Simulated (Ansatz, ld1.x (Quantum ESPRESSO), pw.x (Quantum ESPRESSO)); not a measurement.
**Ru (Z = 44): one change to the ultrasoft potential, in the atom and in the bcc crystal**

Ru (Z = 44), ultrasoft, made with ld1.x (Quantum ESPRESSO) 7.5 (LDA (PW92), scalar-relativistic). Core [Ar] 3d10, reference 4s2 4p6 4d7 5s0.5 5p0 (charge +0.5). Waves: 4s (bound): rcut 1.30, rcutus 1.65 bohr; 5s (bound): rcut 1.30, rcutus 1.65 bohr; 4p (bound): rcut 1.50, rcutus 1.75 bohr; 5p (bound, empty): rcut 1.50, rcutus 1.75 bohr; 4d (bound): rcut 1.60, rcutus 1.95 bohr; 4d channel at 2.45 Ry: rcut 1.60, rcutus 1.95 bohr. Local part: all-electron potential smoothed inside 1.75 bohr (lloc = -2). Core correction: Bessel-smoothed model core, default radius (core density twice the valence density). Augmentation charge: PSQ, inside the norm-conserving radii.

Change: waves 4d (bound): rcut 1.54, rcutus 1.64 bohr; 4d channel at 2.45 Ry: rcut 1.54, rcutus 1.64 bohr.

Cutoffs, loose and tight: the cutoffs (Ry, on a coarse ladder) from which the occupation-weighted sum of valence levels, in a spherical-Bessel basis at the reference potential, stays within 10 and 1 mRy of its value at 400 Ry. They do not see the model core or the augmentation charge, which bear on the density cutoff. Test errors are all-electron minus pseudo excitation energies from the reference, over the configurations 4s2 4p6 4d7 5s1 5p0; 4s2 4p6 4d7 5s0 5p0; 4s2 4p6 4d6 5s0 5p0; 4s2 4p6 4d7 5s0 5p1; 4s2 4p6 4d7.5 5s0.5 5p0; 4s2 4p6 4d6 5s1 5p1; 4s2 4p5 4d7 5s1 5p0 (two spin-polarised tests are not counted in the largest error); variants that change the core or the reference have their own tests.

Crystal test: bcc Ru in pw.x 7.5, no spin, 15³ k-points, Fermi–Dirac smearing 0.01 Ry, cutoffs set for each file from its atomic test. The reference is all-electron LAPW (Ansatz 0.2.0) with the same functional, mesh and smearing; V0 and B0 come from Birch–Murnaghan fits to the pressures at five volumes. Errors are pseudo minus all-electron; Δ is the rms difference of the E(V) curves that follow from these fits, minima aligned, over ±6 % about the mean V0. Mesh and smearing are coarse, so the numbers serve the comparison and aren't converged zero-temperature values; the lattice is a test structure that the element need not adopt.

All-electron: a0 = 3.003 Å (V0 = 13.53 Å³/atom), B0 = 326.0 GPa.

Task: Does the change bring the crystal closer to the all-electron result?

Result: The mean pressure error goes from +4.33 to +3.15 GPa, so the change moves the solid closer to the all-electron pressures.

| quantity | base | changed |
| --- | --- | --- |
| outcome (atom) | generated | generated |
| cutoff, loose (atom) | 30 Ry | 40 Ry |
| cutoff, tight (atom) | 50 Ry | 70 Ry |
| bound ghosts (atom) | none | none |
| largest test error (meV) (atom) | -58 over the solved tests; test run stopped at test 8 of 9 (negative rho) | -77 |
| cutoffs in pw.x (Ry) | 60/480 | 85/680 |
| a0 (Å) | 3.015 | 3.012 |
| a0 error (%) | +0.42 | +0.31 |
| B0 error (%) | +0.1 | -0.7 |
| Δ (meV/atom) | 12.4 | 9.1 |
| mean pressure error (GPa) | +4.33 | +3.15 |

Base: Atomic configuration tests: test run stopped at test 8 of 9 (negative rho). The atomic cutoffs weigh occupied waves only.
